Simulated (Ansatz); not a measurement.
System: fcc Cu. Method: r²SCAN50 (Ansatz, a program for electronic structure, plane waves, PAW).

Settings: plane-wave cutoff 520 eV, 16×16×16 k mesh, Fermi–Dirac smearing 0.05 eV, no spin polarisation, scalar-relativistic PAW data made under PBE.

Cell (relaxed at this level):

```cif
data_Cu4
_chemical_formula_sum 'Cu4'
_space_group_name_H-M_alt 'Fm-3m'
_space_group_IT_number 225
_space_group_name_Hall '-F 4 2 3'
_cell_length_a 3.62913
_cell_length_b 3.62913
_cell_length_c 3.62913
_cell_angle_alpha 90.000
_cell_angle_beta 90.000
_cell_angle_gamma 90.000
loop_
_atom_site_label
_atom_site_type_symbol
_atom_site_symmetry_multiplicity
_atom_site_Wyckoff_symbol
_atom_site_fract_x
_atom_site_fract_y
_atom_site_fract_z
_atom_site_occupancy
Cu1 Cu 4 a 0.00000 0.00000 0.00000 1
```
(The calculation used a cell of 1 atom; values per cell refer to that cell.)

Problem. Estimate the bulk modulus B0 and pressure derivative B′ of the bulk modulus that the calculation returns.

Solution. 
* **bulk modulus B0**: 119 GPa
* **pressure derivative B′ of the bulk modulus**: 5.2

Measured, for comparison: bulk modulus 144 GPa (0 K value with the zero-point phonon effect removed, our sources range from 140 to 145; as tabulated in Mejia-Rodriguez and Trickey (2018), arXiv:1807.09216). Computed (rounded) less measured: bulk modulus -17 % (-15 % to -18 % over the range).

Computed values are for the static lattice.

Cost on a shared machine: very roughly 40 core-minutes.
